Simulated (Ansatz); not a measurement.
Geometry optimisation, RKS PBE-D4/def2-SVP (Ansatz).

input.yaml

```yaml
crystal:
  periodic: [false, false, false]
  atoms:
    - { symbol: B, position_ang: [0.374169, -0.01448, 0.067157] }
    - { symbol: O, position_ang: [0.587446, -0.116812, 1.428785] }
    - { symbol: H, position_ang: [-0.25221, -0.208882, 1.91783] }
    - { symbol: H, position_ang: [1.347965, 0.103069, -0.630139] }
    - { symbol: H, position_ang: [-0.75987, -0.044295, -0.387033] }
basis:
  gaussian: { orbitals: def2-SVP }
hamiltonian:
  xc: pbe
  dispersion: d4
relax:
  f_tol: 0.03
  max_steps: 50
output:
  orbitals: {}
```

Launched with:

```bash
$ ansatz run input.yaml --threads 1 --pin off --max-ram 2048MiB --backend cpu --events-out ev --progress --plain --runs-dir out
```

Q: Where does it end, and by what steps?

A: The run converged. After 4 steps the energy has fallen by 0.016 eV; O2 moved furthest, 0.02 Å.

```json
{"step": "0", "energy less start (eV)": "0.0000", "largest force component (eV/Å)": "1.094", "accepted": "yes"}
{"step": "1", "energy less start (eV)": "-0.0134", "largest force component (eV/Å)": "0.468", "accepted": "yes"}
{"step": "2", "energy less start (eV)": "-0.0161", "largest force component (eV/Å)": "0.046", "accepted": "yes"}
{"step": "3", "energy less start (eV)": "-0.0161", "largest force component (eV/Å)": "0.068", "accepted": "no"}
{"step": "4", "energy less start (eV)": "-0.0163", "largest force component (eV/Å)": "0.015", "accepted": "yes"}
```

```xyz
5
Properties=species:S:1:pos:R:3
B 0.367 -0.016 0.075
O 0.583 -0.115 1.410
H -0.245 -0.208 1.916
H 1.358 0.103 -0.620
H -0.766 -0.045 -0.384
```

The run took 3.3 s on 1 thread of Arm Neoverse V2, with other jobs on the host, peak memory 0.096 GiB.
